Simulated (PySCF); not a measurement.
# Name the molecule from its bond curve

A diatomic of charge -1 contains P. Its singlet curve at PBE0 in a double-zeta basis (spin-free X2C with a Gaussian nucleus, PySCF), in eV from the separated fragments:

```json
{"R (Å)": "1.740", "E (eV)": "-3.365"}
{"R (Å)": "1.821", "E (eV)": "-4.226"}
{"R (Å)": "1.902", "E (eV)": "-4.706"}
{"R (Å)": "1.962", "E (eV)": "-4.877"}
{"R (Å)": "2.023", "E (eV)": "-4.926"}
{"R (Å)": "2.084", "E (eV)": "-4.880"}
{"R (Å)": "2.165", "E (eV)": "-4.708"}
{"R (Å)": "2.266", "E (eV)": "-4.370"}
{"R (Å)": "2.387", "E (eV)": "-3.856"}
{"R (Å)": "2.549", "E (eV)": "-3.087"}
```

The fit gives ωe = 692 cm⁻¹ and the rotational constant Bₑ = 0.2807 cm⁻¹.

Question: Which atom is the partner?

Answer: The minimum lies at 2.021 Å, so the reduced mass is 16.8576 u Å² cm⁻¹/(Bₑ·Re²) = 14.70 u. With P at 30.97 u the partner weighs about 28.0 u: Si. The molecule is SiP⁻.
